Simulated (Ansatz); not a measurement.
# CdSb2Se3Br2 (C2/m, No. 12)

Method: PBEsol+SOC (plane waves, PAW; Ansatz, a program for electronic structure).

Numerical settings: plane-wave cutoff 520 eV, 8×8×4 k mesh (along the axes of the cell as run), Fermi–Dirac smearing 0.01 eV, PAW data made under PBE.

Cell: measured lattice: a = 20.9980 Å, b = 4.0260 Å, c = 12.1490 Å, α = 90.00°, β = 119.00°, γ = 90.00°.

```json
{
  "band_gap": "0.93 eV (indirect)",
  "smallest_direct_gap_on_the_k_points_sampled": "0.96 eV",
  "Γ–Γ gap": "1.32 eV"
}
```

Note: cell and atoms aren't relaxed at this level.
